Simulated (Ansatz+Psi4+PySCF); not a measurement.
```json
{"atom": "Li", "x (Å)": "0.0000", "y (Å)": "0.0000", "z (Å)": "1.6638"}
{"atom": "Li", "x (Å)": "0.0000", "y (Å)": "0.0000", "z (Å)": "-1.6638"}
```

Basis set: cc-pCVTZ (spherical functions). All electrons are correlated. Charge 0, multiplicity 1.

Computed with Ansatz (development build ahead of 0.2.0); each method stands on the lowest determinant of its kind that the runs found. Restricted open shells among the atoms or ions are ROHF, correlated in semicanonical orbitals with singles.

(1) Give the atomization energy at this shape (free ground-state atoms in the same class of orbitals less the molecule, no zero-point energy) of singlet Li₂ by RHF-CCSD(T), RHF-CCSD, RHF-MP2.

## Answers

(1)

```
     method  atomization energy
RHF-CCSD(T)         80.1 kJ/mol
   RHF-CCSD         78.8 kJ/mol
    RHF-MP2         55.4 kJ/mol
```

Caution: the shape is not the minimum; unrestricted orbitals would lower the determinant.
